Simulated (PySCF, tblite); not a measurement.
## Complex of fluoromethane and hydrogen sulfide

A gas-phase complex of fluoromethane and hydrogen sulfide; neutral, singlet. The structure comes from a short search (6 tight-binding starts) and was relaxed by PBE0-D3(BJ)/def2-TZVPD; another way of binding may lie lower. No frequency run checks that it is a minimum.

Parts: 1 = fluoromethane (CF), atoms 1–5; 2 = hydrogen sulfide (S), atoms 6–8.

| atom | part | x (Å) | y (Å) | z (Å) |
| --- | --- | --- | --- | --- |
| C1 | 1 | -0.137 | 0.047 | -0.081 |
| F2 | 1 | 1.077 | -0.568 | -0.334 |
| H3 | 1 | -0.339 | -0.006 | 0.990 |
| H4 | 1 | -0.075 | 1.088 | -0.405 |
| H5 | 1 | -0.916 | -0.473 | -0.641 |
| S6 | 2 | 1.200 | -2.266 | 2.734 |
| H7 | 2 | 1.686 | -1.792 | 1.576 |
| H8 | 2 | 2.187 | -1.709 | 3.451 |

```tsv
contact	kind (by geometry)	distance (Å)	angle (°)
H7···F2	hydrogen bond	2.349	142
```

Interaction energies are complex less parts, with the parts frozen as they stand in it; counterpoise-corrected, in kcal/mol (PySCF). The CCSD(T) estimate is Hartree-Fock/aug-cc-pVQZ, plus the MP2 correlation part extrapolated as X⁻³ from aug-cc-pVTZ and aug-cc-pVQZ, plus CCSD(T) less MP2 in aug-cc-pVDZ; noble-gas cores are frozen. It isn't the exact limit.

```
                   level  interaction  superposition error removed
Hartree-Fock/aug-cc-pVQZ        -0.55                            -
 wB97M-D3(BJ)/def2-TZVPD        -2.11                        -0.08
  PBE0-D3(BJ)/def2-TZVPD        -2.29                        -0.07
         MP2/aug-cc-pVQZ        -2.25                        -0.19
```

Task: What does CCSD(T) at its estimated basis limit give, and which of these levels comes nearest?

Result: -2.22 kcal/mol. wB97M-D3(BJ)/def2-TZVPD and PBE0-D3(BJ)/def2-TZVPD and MP2/aug-cc-pVQZ come equally near, within the error of the estimate; the errors are Hartree-Fock/aug-cc-pVQZ +1.67, wB97M-D3(BJ)/def2-TZVPD +0.11, PBE0-D3(BJ)/def2-TZVPD -0.08, MP2/aug-cc-pVQZ -0.03.

Task: What holds them together? Decompose the wB97M-D3(BJ)/def2-TZVPD energy: frozen parts, their antisymmetrised product, then relaxation.

Result: electrostatic -2.9, Pauli repulsion +2.3, orbital relaxation -0.8, dispersion correction -0.9 kcal/mol, which sum to the value before the counterpoise correction; the Pauli term holds the exchange-correlation of the frozen density too. Of the attraction, 64 % is electrostatic, 19 % is dispersion correction, 17 % is orbital relaxation.

The parts were also relaxed and run alone, at the levels used for the complex: shieldings by PBE0/pcSseg-2; core levels by delta-SCF with SCAN, pcX-2 on the ionised atom and pcseg-1 elsewhere, spin-free X2C (2p3/2 is the spin-free 2p value less a third of a first-order spin-orbit splitting).

Values alone: S6–H7 bond (Å): 1.342; shielding of H7 (ppm): 30.49; shielding of F2 (ppm): 467.7; shielding of S6 (ppm): 712.6; C1 1s core level (eV): 293.50; F2 1s core level (eV): 692.76; S6 2p3/2 core level (eV): 170.37.

Task: What does binding change?

Result: 
```tsv
property	alone	in the complex	change
S6–H7 bond (Å)	1.342	1.343	+0.001
shielding of H7 (ppm)	30.49	29.52	-0.98
shielding of F2 (ppm)	467.7	462.9	-4.7
shielding of S6 (ppm)	712.6	724.4	+11.8
C1 1s core level (eV)	293.50	293.51	0.00
F2 1s core level (eV)	692.76	692.86	+0.10
S6 2p3/2 core level (eV)	170.37	170.08	-0.29
```

The 5 runs behind this took 3.5 min in all, one thread each of Intel Xeon Platinum 8488C on a shared host, launched as `OMP_NUM_THREADS=1 python cluster_run.py task.json out`.
